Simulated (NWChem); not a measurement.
System: dimethyl ether (C2H6O); SMILES COC

The following NWChem deck was run.

```
start job
memory heap 200 mb stack 900 mb global 1100 mb
geometry units angstroms noautoz
  C      1.161079     0.000000     0.184739
  O      0.000000     0.000000    -0.581115
  C     -1.161079     0.000000     0.184739
  H      1.233042    -0.895231     0.836189
  H      1.233042     0.895231     0.836189
  H      2.021460     0.000000    -0.499582
  H     -1.233042    -0.895231     0.836189
  H     -2.021460     0.000000    -0.499582
  H     -1.233042     0.895231     0.836189
end
basis spherical
  C library def2-svp
  O library def2-svp
  H library def2-svp
end
dft
  xc xpbe96 cpbe96
  iterations 150
end
tddft
  cis
  nroots 6
  notriplet
end
task tddft energy
```

Structure relaxed at the PBE0/def2-SVP level.

Vertical excitations in the gas phase.

### Question
Give the results of this calculation. (PBE/def2-SVP, TDA.) Quantities: basis functions; lowest excitation, singlet (eV); oscillator strength of that lowest state; lowest state with f > 0.02, singlet (eV); oscillator strength of that bright state; orbital gap (eV).

### Answer
```json
{
  "number_of_basis_functions": "72",
  "lowest excitation, singlet (eV)": "6.79",
  "oscillator_strength_of_that_lowest_state": "0.067",
  "lowest state with f > 0.02, singlet (eV)": "6.79",
  "oscillator_strength_of_that_bright_state": "0.067",
  "orbital gap (eV)": "6.68"
}
```
